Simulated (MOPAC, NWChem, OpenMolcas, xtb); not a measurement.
How methods differ on B2PH5 (SMILES BBP)

B2PH5: 8 atoms, total charge 0, spin state singlet. As SMILES, `BBP`. Geometry: relaxed at GFN2-xTB. This is one conformer, not always the lowest.

```xyz
8

B    -1.1667    0.7227   -0.4544
B     0.4114    0.4786   -0.2196
P     1.1118   -1.2518    0.0584
H    -1.7064    0.5333   -1.4794
H    -1.8777    1.0700    0.4141
H     1.2527    1.2992   -0.2627
H     0.0839   -1.8554    0.7682
H     1.8911   -0.9966    1.1753
```

Each level gives the dipole moment (D). The values are calculated.

| level | kind | program | value (D) | CPU time |
| --- | --- | --- | --- | --- |
| PM6 | semi-empirical | MOPAC | 1.61 | under 2 s |
| PM7 | semi-empirical | MOPAC | 2.15 | under 2 s |
| GFN2-xTB | semi-empirical | xtb | 1.07 | under 2 s |
| GFN1-xTB | semi-empirical | xtb | 1.02 | under 2 s |
| HF/STO-3G | Hartree–Fock | NWChem | 0.55 | 2.9 s |
| HF/STO-3G (RICD fitting) | Hartree–Fock | OpenMolcas | 0.57 | 1.6 s |
| HF/3-21G | Hartree–Fock | OpenMolcas | 1.16 | 1.7 s |
| HF/def2-SVP | Hartree–Fock | OpenMolcas | 0.81 | 3.7 s |
| PBE/cc-pVDZ | GGA | OpenMolcas | 0.74 | 24 s |
| M06-2X/6-31G | hybrid meta-GGA | OpenMolcas | 1.12 | 16 s |

The values span 0.55 to 2.15 D. Magnitudes only: a small dipole may point the other way at some levels. Sets without polarisation functions give poor dipoles. Times are those of the runs behind each value, whatever else they computed, on shared processors of several kinds: orders of magnitude only.
